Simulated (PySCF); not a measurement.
Run record for `C[NH+]1CCC1`: wB97X-D/6-31G, TDA, 25 singlets.

Method: TDA wB97X-D/6-31G, vertical, gas phase, core orbitals frozen in the response (PySCF 2.14.0, density-fitted response routines). Geometry: GFN2-xTB. The command runs a driver script over a list of jobs; the input below is this job's line of settings and its coordinates in Å.

Command:
```bash
OMP_NUM_THREADS=1 python probes_run.py task.json out
```

Input:
```
{"job": {"kind": "uv", "xc": "wB97X-D", "basis": "6-31G", "nstates": 25, "ntriplets": 0, "tda": true}, "charge": 1, "multiplicity": 1}
C      1.692589    -0.455748    -0.233747
N      0.437816    -0.124917     0.443893
C     -0.791396    -0.880419     0.048768
C     -1.578603     0.430308    -0.058619
C     -0.237219     1.159171     0.078685
H      2.008595    -1.463048     0.033484
H      1.552216    -0.404199    -1.312301
H      2.471352     0.248567     0.055056
H      0.590216    -0.181196     1.453851
H     -1.125335    -1.603314     0.790117
H     -0.642358    -1.382963    -0.905753
H     -2.109910     0.588356    -0.991494
H     -2.260094     0.603245     0.769459
H     -0.165001     1.930941     0.842173
H      0.152719     1.543205    -0.862829
```

Output:
```
coarse grid: 11608 points
cycle   1  E = -212.8054602413  dE =  1.129e+00  |g| = 3.621e-01  |ddm| = 3.206e+00
cycle   2  E = -212.8214286760  dE = -1.597e-02  |g| = 3.430e-01  |ddm| = 9.216e-01
cycle   3  E = -212.8456539390  dE = -2.423e-02  |g| = 3.138e-02  |ddm| = 2.521e-01
cycle   4  E = -212.8458661068  dE = -2.122e-04  |g| = 1.553e-02  |ddm| = 5.393e-02
cycle   5  E = -212.8459274257  dE = -6.132e-05  |g| = 2.213e-03  |ddm| = 1.627e-02
cycle   6  E = -212.8459288755  dE = -1.450e-06  |g| = 3.989e-04  |ddm| = 3.978e-03
final grid: 109544 points
cycle   7  E = -212.8042419634  dE = -1.010e-04  |g| = 6.532e-03  |ddm| = 3.358e-02
cycle   8  E = -212.8042489556  dE = -6.992e-06  |g| = 4.549e-03  |ddm| = 1.013e-02
cycle   9  E = -212.8042541362  dE = -5.181e-06  |g| = 5.508e-04  |ddm| = 4.354e-03
cycle  10  E = -212.8042541912  dE = -5.503e-08  |g| = 3.565e-04  |ddm| = 7.013e-04
cycle  11  E = -212.8042542194  dE = -2.821e-08  |g| = 1.587e-05  |ddm| = 2.887e-04
cycle  12  E = -212.8042542195  dE = -1.132e-10  |g| = 7.694e-06  |ddm| = 4.448e-05
converged SCF energy = -212.8042542195

Static polarisability (au): isotropic 41.808, principal 38.512 41.798 45.115

Singlet excitations
state   eV       nm        f      main configurations
  1  10.0110    123.8   0.03990   H-1->L 0.88
  2  10.1368    122.3   0.00223   H->L 0.91
  3  10.8203    114.6   0.00476   H-2->L 0.96
  4  11.0015    112.7   0.00279   H-1->L+1 0.81
  5  11.1484    111.2   0.00932   H->L+1 0.75, H->L+2 0.13
  6  11.3301    109.4   0.00056   H-3->L 0.55, H->L+3 0.33
  7  11.4598    108.2   0.00000   H->L+3 0.47, H-3->L 0.38
  8  11.6528    106.4   0.00632   H-1->L+3 0.88
  9  11.7380    105.6   0.00454   H-1->L+2 0.74, H-2->L+3 0.08
 10  11.7473    105.5   0.01977   H->L+2 0.78, H->L+1 0.11
 11  11.9091    104.1   0.01110   H-2->L+1 0.79
 12  11.9524    103.7   0.00010   H-2->L+3 0.81, H-1->L+2 0.09
 13  12.2093    101.5   0.00013   H-5->L 0.60, H-3->L+1 0.22
 14  12.2713    101.0   0.00010   H-4->L 0.81
 15  12.4515     99.6   0.02995   H-3->L+1 0.64, H-5->L 0.23
 16  12.5309     98.9   0.09834   H-2->L+2 0.90
 17  13.0457     95.0   0.01315   H-1->L+4 0.53, H-1->L+5 0.15, H-3->L+2 0.11
 18  13.0792     94.8   0.02869   H->L+4 0.39, H-6->L 0.32, H->L+5 0.17
 19  13.2313     93.7   0.05589   H-6->L 0.28, H->L+4 0.23, H-3->L+3 0.16
 20  13.2398     93.6   0.08891   H-3->L+2 0.49, H-1->L+4 0.13, H-5->L+1 0.11
 21  13.3214     93.1   0.05232   H-3->L+3 0.46, H-1->L+6 0.25, H-6->L 0.11
 22  13.3899     92.6   0.02777   H-5->L+1 0.42, H-3->L+2 0.18, H->L+11 0.10
 23  13.4621     92.1   0.02417   H-4->L+1 0.81
 24  13.5032     91.8   0.01420   H->L+6 0.73
 25  13.5259     91.7   0.15916   H-1->L+6 0.52, H-3->L+3 0.10, H-5->L+3 0.09
```

The SCF starts on a coarse grid where the log names one; the energy can jump when the final grid takes over, and dE then counts from the start density on the new grid. H and L stand for HOMO and LUMO; the number after each pair is its weight.

**Question.** Give S1 in cm⁻¹ and kJ/mol.

**Answer.** 10.0110 eV × 8065.54 = 80744 cm⁻¹; × 96.485 = 965.9 kJ/mol.

**Question.** Give the mean polarisability as a volume in Å³, and the ratio of the largest to the smallest principal value.

**Answer.** 41.808 au × 0.148185 = 6.20 Å³; 45.115/38.512 = 1.17.

In short: SCF converged in 12 cycles with 65 basis and 582 fitting functions; HOMO -16.58 eV, LUMO -1.68 eV; lowest singlet 10.01 eV; mean polarisability 41.8 au.

Time: 7.1 s of wall time; peak memory 0.44 GiB. Hardware: one thread of an Arm Neoverse V1, no GPU (shared host).

One conformer stands for the species.

The pairwise dispersion term of wB97X-D wasn't added to the energies; at a given geometry it leaves orbitals and properties as they are.
